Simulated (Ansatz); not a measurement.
[GeH3···H···SiH], doublet along the distance Ge1-H5

Starting geometry:

```xyz
7

Ge   -0.9272    0.0141    0.0000
H    -1.4387    1.4607    0.0000
H    -1.4387   -0.7092    1.2528
H    -1.4387   -0.7092   -1.2528
H     0.6071    0.0141    0.0000
Si    2.4298    0.0141    0.0000
H     2.8262   -1.4654    0.0000
```

From there H5 is moved from one fragment to the other while all else, the fragments' distance too, stays fixed; atoms are numbered as listed. Energies are in eV, counted from the starting geometry at the same level. Kohn–Sham curves are unrestricted where that lies lower.

Basis cc-pVDZ; Ansatz 0.2.0. Correlated methods freeze the noble-gas cores and the filled d shells of p-block atoms. R marks a restricted (for open shells ROHF) determinant, U an unrestricted one. No spin–orbit coupling is included, and no scalar relativity.

Unrestricted rows (U, and Kohn–Sham where it breaks symmetry) aren't spin-pure: their determinants' ⟨S²⟩ exceeds S(S+1) by up to 0.16, so they mix in states of higher spin. Coupled cluster chose its determinant by trial CCSD, here up to 0.14 eV above the lowest Hartree–Fock solution of its kind.

Full CI isn't at hand for all of this; UCCSDT(Q) serves as the reference, and is uncertain by about the last step of the cluster series.

| distance Ge1-H5 (Å) | PBE |
| --- | --- |
| 1.534 | 0.000 |
| 1.589 | -0.023 |
| 1.698 | 0.054 |
| 1.808 | 0.278 |
| 1.917 | 0.662 |

**Question.** Estimate the UCCSDT(Q) curve in cc-pVDZ from this one, knowing how PBE errs.

**Answer.** The computed UCCSDT(Q) values, in eV from the starting point, and the error of PBE against them:
```tsv
distance Ge1-H5 (Å)	UCCSDT(Q)	PBE less UCCSDT(Q)
1.534	0.000	0.000
1.589	0.009	-0.032
1.698	0.153	-0.099
1.808	0.439	-0.160
1.917	0.864	-0.202
```

The error spans 0.202 eV and is largest, -0.202 eV, at 1.917 Å.

In so small a basis the reference is far from its limit while semilocal and hybrid functionals are nearer theirs, so the functionals' errors here hold much of the reference's basis and frozen-core error, which can add to them or hide them.
